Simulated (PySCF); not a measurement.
# The bond of NaH, level by level

The task here is to estimate one member of a computed series from the others.

Computed with PySCF 2.14.0. Level: Na aug-cc-pVDZ, H aug-cc-pVDZ, no relativity.

Set-up of the first run:

A driver script around PySCF takes these settings:

* atoms: Na, H
* charge: 0
* basis: Na aug-cc-pVDZ, H aug-cc-pVDZ
* Hamiltonian: no relativity
* basis functions: 36
* electrons treated: 12
* masses in u: 22.9898, 1.0078
* levels: PBE0, PBE, r²SCAN, BHandHLYP, M06-2X, TPSSh, CAM-B3LYP, HF, MP2, SCS-MP2, CCSD, CCSD(T)
* grid: 80 radial by 434 angular points
* occupations: held fixed by the projection of orbital angular momentum
* dissociation limit: Na + H, each in its ground configuration
* starting distance in angstrom: 1.895
* values of 2S to try: 0, 2

The run is started by

```sh
$ OMP_NUM_THREADS=1 python dia.py task.json out
```

Among the steps run: The job; PBE0 along the bond; PBE; r²SCAN (meta-GGA); BHandHLYP; M06-2X (hybrid meta-GGA); TPSSh; CAM-B3LYP; RHF (mean field); Correlated methods on the Hartree–Fock reference.

One of the session's tables, all rows but one given; the rest of the session is left out.

It belongs to the step «The curves together». Energy (eV) from each level's lowest point:

```
R (Å)    RHF  RHF-MP2  RHF-SCS-MP2  RHF-CCSD  RHF-CCSD(T)
1.625  0.292    0.253        0.253       n/a          n/a
1.700  0.147    0.122        0.121     0.124        0.123
1.776      ?        ?            ?         ?            ?
1.832  0.019    0.011        0.012     0.013        0.013
1.889  0.001    0.000        0.000     0.000        0.000
1.946  0.000    0.005        0.005     0.003        0.003
2.021  0.021    0.032        0.031     0.026        0.026
2.116  0.074    0.090        0.089     0.079        0.079
2.229  0.168    0.186        0.183     0.165        0.166
2.380  0.325    0.339        0.335       n/a          n/a
```

**Question.** Estimate the row for R (Å) = 1.776.

Worked estimate for «RHF». A straight line through the neighbours (1.700, 0.147) and (1.832, 0.019) gives 0.147 + (0.019 − 0.147) × (1.776 − 1.700) / (1.832 − 1.700) = 0.073; a parabola fitted to 4 rows on both sides gives 0.055.

**Answer.** RHF: 0.057; RHF-MP2: 0.043; RHF-SCS-MP2: 0.043; RHF-CCSD: 0.045; RHF-CCSD(T): 0.045. In «RHF» the line misses by +0.016 and the parabola by -0.002.
